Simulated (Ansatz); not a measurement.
**Molecular dynamics, step by step**

CH4AlN (SMILES C=[N][AlH2]), closed shell, PBE0-D4/def2-SVPD (Ansatz 0.2.0). Settings (timestep in fs, temperature in K, friction in 1/fs; T counts 21 degrees of freedom, while the starting velocities carry no drift of the centre of mass, so T starts below the set value):

```yaml
hamiltonian: {xc: pbe0, dispersion: d4}
md: {n_steps: 40, timestep: 1.0, temperature: 300, ensemble: nvt_langevin, seed: 556, friction: 0.01, initial_velocities: maxwell_boltzmann}
```

Start (the SMILES describes the start alone):

C1  (-1.341, -0.199, -0.715)
N2  (-0.247, -0.036, -0.132)
Al3  (1.300, 0.196, 0.694)
H4  (-1.662, -1.173, -1.094)
H5  (-2.045, 0.621, -0.884)
H6  (1.728, 1.578, 1.229)
H7  (2.267, -0.986, 0.902)
(Å)

```json
{"step": "0", "time (fs)": "0.00", "potential energy less the start (meV)": "0.0", "kinetic energy (meV)": "232.7", "T (K)": "257"}
{"step": "2", "time (fs)": "2.00", "potential energy less the start (meV)": "-6.8", "kinetic energy (meV)": "237.8", "T (K)": "263"}
{"step": "4", "time (fs)": "4.00", "potential energy less the start (meV)": "33.0", "kinetic energy (meV)": "200.4", "T (K)": "221"}
{"step": "6", "time (fs)": "6.00", "potential energy less the start (meV)": "51.3", "kinetic energy (meV)": "188.4", "T (K)": "208"}
{"step": "8", "time (fs)": "8.00", "potential energy less the start (meV)": "58.1", "kinetic energy (meV)": "191.5", "T (K)": "212"}
{"step": "10", "time (fs)": "10.00", "potential energy less the start (meV)": "39.8", "kinetic energy (meV)": "204.7", "T (K)": "226"}
{"step": "12", "time (fs)": "12.00", "potential energy less the start (meV)": "6.6", "kinetic energy (meV)": "267.4", "T (K)": "296"}
{"step": "14", "time (fs)": "14.00", "potential energy less the start (meV)": "36.1", "kinetic energy (meV)": "205.5", "T (K)": "227"}
{"step": "16", "time (fs)": "16.00", "potential energy less the start (meV)": "57.4", "kinetic energy (meV)": "189.4", "T (K)": "209"}
{"step": "18", "time (fs)": "18.00", "potential energy less the start (meV)": "9.9", "kinetic energy (meV)": "249.3", "T (K)": "275"}
{"step": "20", "time (fs)": "20.00", "potential energy less the start (meV)": "9.1", "kinetic energy (meV)": "236.4", "T (K)": "261"}
{"step": "22", "time (fs)": "22.00", "potential energy less the start (meV)": "25.7", "kinetic energy (meV)": "185.4", "T (K)": "205"}
{"step": "24", "time (fs)": "24.00", "potential energy less the start (meV)": "-30.4", "kinetic energy (meV)": "202.5", "T (K)": "224"}
{"step": "26", "time (fs)": "26.00", "potential energy less the start (meV)": "-105.9", "kinetic energy (meV)": "264.2", "T (K)": "292"}
{"step": "28", "time (fs)": "28.00", "potential energy less the start (meV)": "-181.0", "kinetic energy (meV)": "352.7", "T (K)": "390"}
{"step": "30", "time (fs)": "30.00", "potential energy less the start (meV)": "-224.2", "kinetic energy (meV)": "379.4", "T (K)": "419"}
{"step": "32", "time (fs)": "32.00", "potential energy less the start (meV)": "-223.7", "kinetic energy (meV)": "395.9", "T (K)": "438"}
{"step": "34", "time (fs)": "34.00", "potential energy less the start (meV)": "-282.4", "kinetic energy (meV)": "404.2", "T (K)": "447"}
{"step": "36", "time (fs)": "36.00", "potential energy less the start (meV)": "-358.8", "kinetic energy (meV)": "436.0", "T (K)": "482"}
{"step": "38", "time (fs)": "38.00", "potential energy less the start (meV)": "-368.8", "kinetic energy (meV)": "432.6", "T (K)": "478"}
{"step": "40", "time (fs)": "40.00", "potential energy less the start (meV)": "-375.5", "kinetic energy (meV)": "404.5", "T (K)": "447"}
```

Step 2, positions (Å) and forces (eV/Å):

| atom | x | y | z | Fx | Fy | Fz |
| --- | --- | --- | --- | --- | --- | --- |
| C1 | -1.337 | -0.205 | -0.713 | -0.646 | -0.379 | -0.902 |
| N2 | -0.257 | -0.039 | -0.136 | 1.109 | 0.093 | 0.706 |
| Al3 | 1.301 | 0.199 | 0.697 | -0.309 | -0.195 | -0.133 |
| H4 | -1.648 | -1.207 | -1.132 | -0.084 | 0.443 | 0.217 |
| H5 | -2.025 | 0.646 | -0.922 | -0.219 | -0.166 | 0.033 |
| H6 | 1.733 | 1.605 | 1.197 | 0.067 | 0.504 | 0.103 |
| H7 | 2.300 | -0.975 | 0.991 | 0.081 | -0.301 | -0.024 |

Step 6, positions (Å) and forces (eV/Å):

```csv
atom,x,y,z,Fx,Fy,Fz
C1,-1.338,-0.218,-0.725,-0.516,-0.253,-1.313
N2,-0.269,-0.039,-0.136,1.669,0.089,1.147
Al3,1.301,0.208,0.701,0.172,0.197,0.230
H4,-1.616,-1.218,-1.166,-0.219,0.380,0.271
H5,-1.990,0.646,-0.986,-0.392,-0.240,0.126
H6,1.750,1.715,1.128,-0.184,-0.425,-0.214
H7,2.363,-0.958,1.135,-0.530,0.253,-0.247
```

Step 26, positions (Å) and forces (eV/Å):

```tsv
atom	x	y	z	Fx	Fy	Fz
C1	-1.269	-0.286	-0.782	-0.363	-1.071	0.116
N2	-0.246	-0.014	-0.132	1.127	0.024	0.477
Al3	1.321	0.271	0.706	-0.138	-0.242	-0.213
H4	-1.503	-1.333	-1.181	0.312	0.932	-0.074
H5	-2.053	0.469	-0.907	-0.600	0.126	-0.166
H6	1.877	1.769	0.515	0.101	-0.393	0.051
H7	2.095	-0.936	1.513	-0.438	0.624	-0.190
```

Last step (40):

```json
{"atom": "C1", "x (Å)": "-1.2483", "y (Å)": "-0.3006", "z (Å)": "-0.7150"}
{"atom": "N2", "x (Å)": "-0.2087", "y (Å)": "0.0146", "z (Å)": "-0.1488"}
{"atom": "Al3", "x (Å)": "1.3063", "y (Å)": "0.3027", "z (Å)": "0.6761"}
{"atom": "H4", "x (Å)": "-1.2571", "y (Å)": "-1.1361", "z (Å)": "-1.4720"}
{"atom": "H5", "x (Å)": "-2.2375", "y (Å)": "0.2485", "z (Å)": "-0.6738"}
{"atom": "H6", "x (Å)": "2.2815", "y (Å)": "1.4723", "z (Å)": "0.1627"}
{"atom": "H7", "x (Å)": "1.7091", "y (Å)": "-0.7798", "z (Å)": "1.9035"}
```

The run took about 2.9 min on 2 CPU threads of an Intel Xeon (shared host).
